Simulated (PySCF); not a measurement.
Energy landscape of CS₂, singlet: map of symmetric stretch and bend. Scanned: C-S bond length and S-C-S angle.

Method: PySCF 2.14.0 with restricted B3LYP/6-31G*, spherical d.

Energy in mEh above the lowest grid point; x is the C-S bond length (Å), y the S-C-S angle (°).

```
y \ x    1.32   1.42   1.49   1.57   1.65   1.73   1.80   1.88   1.96   2.04   2.09
------  -----  -----  -----  -----  -----  -----  -----  -----  -----  -----  -----
180     187.0   52.9   11.9    0.0   12.6   40.3   71.9  112.3  154.3  195.9  221.0
173.95  188.4   54.0   12.9    0.7   13.2   40.8   72.3  112.6  154.6  196.1  221.2
165.32  195.3   59.5   17.5    4.4   16.1   43.2   74.3  114.2  155.8  197.0  221.9
156.68  208.2   69.8   26.1   11.4   21.7   47.6   77.9  117.0  158.0  198.7  223.4
148.04  227.6   85.2   39.1   22.0   30.3   54.5   83.5  121.4  161.4  201.3  225.5
139.41  254.3  106.6   57.3   36.9   42.4   64.2   91.4  127.7  166.3  205.0  228.6
130.77  290.5  135.6   81.9   57.2   58.9   77.5  102.4  136.4  173.0  210.2  232.9
122.14  338.6  174.3  114.9   84.5   81.3   95.7  117.4  148.3  182.4  217.4  239.0
113.50  403.0  226.4  159.5  121.7  112.0  120.9  138.4  165.1  195.7  264.0  277.1
104.86  461.9  299.4  220.4  172.8  154.6  156.1  168.0  206.6  225.7  247.3  261.6
96.23   458.5  286.0  219.0  177.8  161.5  161.4  169.9  186.0  206.5  229.7  245.0
85      493.2  293.4  213.5  162.2  139.7  136.2  143.4  159.2  180.3  204.6  220.7
```

Points that lie below all their neighbours on the grid: x = 1.57, y = 180 on the edge of the grid (0.0 mEh); x = 1.73, y = 85 on the edge of the grid (136.2 mEh). The lowest path on the grid from the first to the second passes x = 1.73, y = 96.23 at 161.4 mEh.
